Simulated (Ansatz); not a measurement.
Basis-set extrapolation for C$_{3}$H$_{7}$NO, SMILES `C=C(N)OC` (PBE0-D4/def2-TZVP geometry, frozen core, the Gaussian-basis code of Ansatz). Multiplicity 1, RHF reference.

|  | def2-TZVPP | def2-QZVPP |
| --- | --- | --- |
| HF | -247.062706 | -247.074466 |
| MP2 correlation | -0.946895 | -1.013199 |
| CCSD(T) correlation | -1.020847 | not run |

Energies in hartree. Use E(X) = E(∞) + A·exp(−7.88·√X) for Hartree–Fock and E(X) = E(∞) + B·X^(−2.97) for correlation, with X = 3 and 4, and add CCSD(T) minus MP2 of the smaller set to the MP2 limit.

Problem. What is the CCSD(T) energy at the basis-set limit?

Solution. HF limit: -247.074466 + (-0.011760) × 0.13774 = -247.07609. MP2 limit: -1.013199 + (-0.066304) × 0.74074 = -1.06231. Higher-order term: -1.020847 − (-0.946895) = -0.07395. Total: -248.21235 hartree, 338.2 kJ/mol below CCSD(T)/def2-TZVPP.
